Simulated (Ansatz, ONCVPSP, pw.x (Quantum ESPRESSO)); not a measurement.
Equation-of-state test of one ONCV potential (nickel (Ni))

```json
{
  "Element": "nickel",
  "Generator": "ONCVPSP 4.0.1.1 (patched build)",
  "Type": "optimised norm-conserving Vanderbilt (ONCV)",
  "Functional": "LDA (Perdew-Wang 92)",
  "Relativity": "scalar-relativistic",
  "Frozen core": "[Ne]",
  "Valence charge": "18",
  "Reference configuration": "3s2 3p6 3d8 4s1 4p1",
  "Partial waves": "3s+4s: rc 1.40 bohr, ncon 4, nbas 8, qcut 8.8 1/bohr, 3 projectors, debl 0.9 Ha; 3p+4p: rc 1.20 bohr, ncon 4, nbas 8, qcut 11 1/bohr, 2 projectors; 3d: rc 1.65 bohr, ncon 3, nbas 8, qcut 8.1 1/bohr, 1 projector",
  "Local potential": "polynomial inside 1.05 bohr (lpopt 5, dvloc0 0 Ha)",
  "Core correction": "Teter function, fcfact 3.25, rcfact 1.15"
}
```

Atomic tests: cutoffs needed: 42 Ha and 49 Ha (the cutoffs (Ha) at which the residual kinetic energy of the hardest occupied pseudo-wave falls to 1 and 0.1 mHa per electron); ghost test: no bound ghost flagged; GHOST(+) flags only above 600 eV; largest excitation error: +8.0 meV (all-electron minus pseudo) for 3s2 3p6 3d8 4s0 4p0, out of 4 test configurations.

Crystal test: fcc Ni in pw.x 7.5, no spin, 16³ k-points, Fermi–Dirac smearing 0.01 Ry, cutoffs 115/460 Ry. The reference is all-electron LAPW (Ansatz 0.2.0) with the same functional, mesh and smearing; V0 and B0 come from Birch–Murnaghan fits to the pressures at five volumes. Errors are pseudo minus all-electron; Δ is the rms difference of the E(V) curves that follow from these fits, minima aligned, over ±6 % about the mean V0. Mesh and smearing are coarse, so the numbers serve the comparison and aren't converged zero-temperature values; the lattice is a test structure that the element need not adopt. Spin polarisation and strong correlation are left out, which matters for this element.

All-electron: a0 = 3.423 Å (V0 = 10.02 Å³/atom), B0 = 254.8 GPa.

Task: How far does the potential miss the all-electron equation of state?

Result: mean pressure error (GPa): +3.51; a0 (Å): 3.438; a0 error (%): +0.45; B0 error (%): -1.9; Δ (meV/atom): 7.5.

```csv
V (Å³/atom),P all-electron (GPa),P pseudo (GPa)
9.508,15.35,19.49
9.758,7.35,11.14
10.008,0.43,3.91
10.258,-5.55,-2.35
10.508,-10.71,-7.77
```

Task: At the middle volume, how do free energy and pressure move when the wave cutoff is lowered (ecutrho kept at four times it)?

Result:

```tsv
cutoff (Ry)	shift of F (meV/atom)	shift of P (GPa)
52	+8715.0	-649.06
69	+1030.2	-91.40
92	+47.0	-6.53
```

Input at the middle volume:

```
&control
  calculation='scf', prefix='x', pseudo_dir='./', outdir='./tmp', tstress=.true., disk_io='none'
/
&system
  ibrav=0, nat=1, ntyp=1, ecutwfc=115, ecutrho=460, nbnd=17,
  occupations='smearing', smearing='fd', degauss=0.01
/
&electrons
  conv_thr=1e-09, mixing_beta=0.4, electron_maxstep=70
/
ATOMIC_SPECIES
Ni 1.0 Ni.UPF
CELL_PARAMETERS angstrom
  0.00000000 1.71043182 1.71043182
  1.71043182 0.00000000 1.71043182
  1.71043182 1.71043182 0.00000000
ATOMIC_POSITIONS crystal
Ni 0.0000 0.0000 0.0000
K_POINTS automatic
16 16 16 0 0 0
```

```bash
pw.x < Ni.scf.in > Ni.scf.out
```

Lines of the output:

```
Message from routine setup:
     using ibrav=0 with symmetry is DISCOURAGED, use correct ibrav instead
     lattice parameter (alat)  =       4.5711  a.u.
     unit-cell volume          =      67.5373 (a.u.)^3
     number of electrons       =        18.00
     number of Kohn-Sham states=           17
     kinetic-energy cutoff     =     115.0000  Ry
     charge density cutoff     =     460.0000  Ry
     scf convergence threshold =      1.0E-09
     Exchange-correlation= SLA  PW   NOGX NOGC
     number of k points=   145  Fermi-Dirac smearing, width (Ry)=  0.0100
     iteration #  1     ecut=   115.00 Ry     beta= 0.40
     total energy              =    -325.20811034 Ry
     estimated scf accuracy    <       0.01276914 Ry
     iteration #  2     ecut=   115.00 Ry     beta= 0.40
     total energy              =    -325.21118395 Ry
     estimated scf accuracy    <       0.00136528 Ry
     iteration #  3     ecut=   115.00 Ry     beta= 0.40
     total energy              =    -325.21135039 Ry
     estimated scf accuracy    <       0.00014690 Ry
     iteration #  4     ecut=   115.00 Ry     beta= 0.40
     total energy              =    -325.21135492 Ry
     estimated scf accuracy    <       0.00000086 Ry
     iteration #  5     ecut=   115.00 Ry     beta= 0.40
     total energy              =    -325.21135493 Ry
     estimated scf accuracy    <       0.00000014 Ry
     iteration #  6     ecut=   115.00 Ry     beta= 0.40
     the Fermi energy is    20.4506 ev
!    total energy              =    -325.21135494 Ry
     estimated scf accuracy    <          1.7E-10 Ry
     smearing contrib. (-TS)   =      -0.00988140 Ry
     The total energy is F=E-TS. E is the sum of the following terms:
     one-electron contribution =    -145.70239977 Ry
     hartree contribution      =      84.96611537 Ry
     xc contribution           =     -34.67226292 Ry
     ewald contribution        =    -229.79292622 Ry
     convergence has been achieved in   6 iterations
          total   stress  (Ry/bohr**3)                   (kbar)     P=       39.06
     Message from routine punch:
     Nothing written, as per user request (disk_io='none')
```

The run at the middle volume (145 k-points, 6 iterations) took about 19 s on one core of a shared host (Intel(R) Xeon(R) Platinum 8488C, 96 threads, 744 GiB, load 22).
